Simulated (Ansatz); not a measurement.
A nudged elastic band was laid between two geometries of C₃H₆OS (11 atoms, charge 0, multiplicity 1).

Method: Ansatz 0.2.0, RKS PBE0-D4/6-31G*.

```yaml
movable_images: 7
climbing_image: yes
spring: 5.0 eV/Å²
optimiser: quadratic models (default)
start_path: through a guess of the saddle point
force_threshold: 0.03 eV/Å
iteration_limit: 57
end_points: relaxed
```

First end point:

```xyz
11
Properties=species:S:1:pos:R:3
C -0.993 0.075 -0.765
C 0.328 -0.546 -0.302
C 1.064 0.343 0.667
O 0.445 0.525 1.841
S 2.484 1.083 0.361
H -0.813 1.036 -1.258
H -1.689 0.251 0.064
H -1.494 -0.587 -1.477
H 0.976 -0.737 -1.158
H 0.136 -1.514 0.187
H -0.380 0.014 1.861
```

Last end point:

```xyz
11
Properties=species:S:1:pos:R:3
C -1.032 0.037 -0.895
C 0.265 -0.602 -0.390
C 0.884 0.214 0.704
O 0.136 0.183 1.807
S 2.272 1.080 0.595
H -0.839 1.034 -1.304
H -1.764 0.130 -0.088
H -1.468 -0.577 -1.688
H 0.988 -0.707 -1.200
H 0.049 -1.599 0.014
H 0.574 0.750 2.466
```

(1) What changes between the two ends?

(2) Give the energies along the band, and the barrier.

(3) What is the geometry of the highest image?

(4) What are the harmonic wavenumbers there?

The band took 15 iterations and roughly 7 core-minutes.

## Answers

(1) No bond is made or broken. The dihedral S5–C3–O4–H11 goes from -180 to 0°.

(2) It converged. The highest image is number 4 of 0 to 8, 38.4 kJ/mol above the first end and 67.5 kJ/mol above the last; the last end lies 29.1 kJ/mol below the first. A vibrational analysis at the climbing image gives one clearly imaginary mode, 641i cm⁻¹: a first-order saddle point.

```csv
image,path coordinate (Å),energy (kJ/mol),dihedral S5–C3–O4–H11 (°)
0,0.00,0.0,-180
1,0.34,0.2,-179
2,0.69,6.6,-158
3,1.03,26.1,-128
4,1.37,38.4,-96
5,1.69,25.4,-65
6,2.00,-3.7,-34
7,2.31,-25.7,-8
8,2.62,-29.1,0
```

(3) 
```xyz
11
Properties=species:S:1:pos:R:3
C -1.011 0.095 -0.886
C 0.269 -0.548 -0.341
C 0.939 0.347 0.660
O 0.175 0.566 1.773
S 2.361 1.100 0.437
H -0.777 1.017 -1.427
H -1.700 0.336 -0.073
H -1.511 -0.590 -1.578
H 0.966 -0.777 -1.150
H 0.008 -1.490 0.165
H 0.349 -0.114 2.440
```

(4) 641i, 64, 226, 247, 383, 464, 604, 746, 814, 992, 1052, 1077, 1139, 1224, 1254, 1343, 1389, 1426, 1501, 1522, 1535, 3055, 3086, 3162, 3168, 3185, 3797 cm⁻¹.

Run time: 7 min on 1 thread of Arm Neoverse V2, on a shared host, peak memory 0.2 GiB.
